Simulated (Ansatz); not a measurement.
Input file:

```yaml
crystal:
  periodic: [false, false, false]
  atoms:
    - {symbol: Ru, position_ang: [0.000000, 0.000000, 0.000000]}
    - {symbol: O, position_ang: [0.000000, 0.000000, 1.614600]}
basis:
  gaussian: {orbitals: def2-TZVPP}
correlation: {method: fic_mrcisd_q, electrons: outside_noble_gas, active_space: {window: {electrons: 14, orbitals: 10}, shells: [{species: O, l: s, shell: 2}, {species: O, l: p, shell: 2}, {species: Ru, l: s, shell: 5}, {species: Ru, l: d, shell: 4}]}}
```

```sh
$ ansatz run in.yaml --threads 2 --pin off --events-out ev --progress --plain --max-ram 24576MiB --backend cuda --devices 0, --max-vram 18GiB
```

The program prints:

```
1070 factors; integrals over basis functions are off by at most 2.2e-7 eV
mean field evaluation 1: about -4592.8207 eV, gradient 2.6e1 eV
mean field evaluation 2: about -4592.8230 eV, gradient 2.6e1 eV
mean field evaluation 4: about -4593.8715 eV, gradient 1.0e1 eV
mean field evaluation 8: about -4594.1179 eV, gradient 3.8e-1 eV
mean field evaluation 16: about -4594.1227 eV, gradient 2.6e-6 eV
mean field evaluation 32: about -4594.6309 eV, gradient 8.9e-5 eV
mean field evaluation 64: about -4582.1555 eV, gradient 5.0e1 eV
mean field evaluation 96: about -4592.1850 eV, gradient 1.3e0 eV
mean field evaluation 128: about -4592.2017 eV, gradient 2.2e0 eV
mean field evaluation 160: about -4594.5799 eV, gradient 4.6e0 eV
mean field evaluation 192: about -4594.1227 eV, gradient 5.6e-4 eV
mean field evaluation 224: about -4594.6297 eV, gradient 4.7e-1 eV
mean field -4594.63085835 eV, -168.8495696919 hartree, gradient 1.3e-6 eV, S^2 0.000000; 16 other end points of the search recorded, 0 dependent functions left out; unrestricted orbitals would lower it
reference -4594.63085835 eV, -168.8495696919 hartree; 12, 12 occupied and 75, 75 virtual orbitals, 1070 factors
state -4598.64479945 eV, -168.9970793066 hartree
contracted CI cycle   1: correlation 0.00000000 eV, 0.0000000000 hartree, residual 3.87e1 eV
contracted CI cycle   2: correlation -9.72788039 eV, -0.3574930104 hartree, residual 5.83e0 eV
contracted CI cycle   3: correlation -10.01480098 eV, -0.3680371477 hartree, residual 1.26e0 eV
contracted CI cycle   4: correlation -10.03010158 eV, -0.3685994345 hartree, residual 3.70e-1 eV
contracted CI cycle   5: correlation -10.03140868 eV, -0.3686474696 hartree, residual 1.20e-1 eV
contracted CI cycle   6: correlation -10.03154211 eV, -0.3686523729 hartree, residual 3.57e-2 eV
contracted CI cycle   7: correlation -10.03155516 eV, -0.3686528523 hartree, residual 1.10e-2 eV
contracted CI cycle   8: correlation -10.03155645 eV, -0.3686528999 hartree, residual 3.29e-3 eV
contracted CI cycle   9: correlation -10.03155655 eV, -0.3686529037 hartree, residual 9.20e-4 eV
state -4598.64479945 eV, -168.9970793066 hartree; corrected -4609.62067030 eV, -169.4004351204 hartree
Total energy: -4609.62067030 eV, -169.4004351204 hartree
Checks for a lower state left out: starts, orbital_swaps
```

Natural occupations: 1.9979 1.9865 1.9851 1.9626 1.9326 1.9081 1.0407 1.0076 0.1102 0.0686.

Ran on 2 threads of AMD EPYC 7R13 with a shared H100 80 GB, shared host: 14 s wall, 0.9 GiB peak host memory.
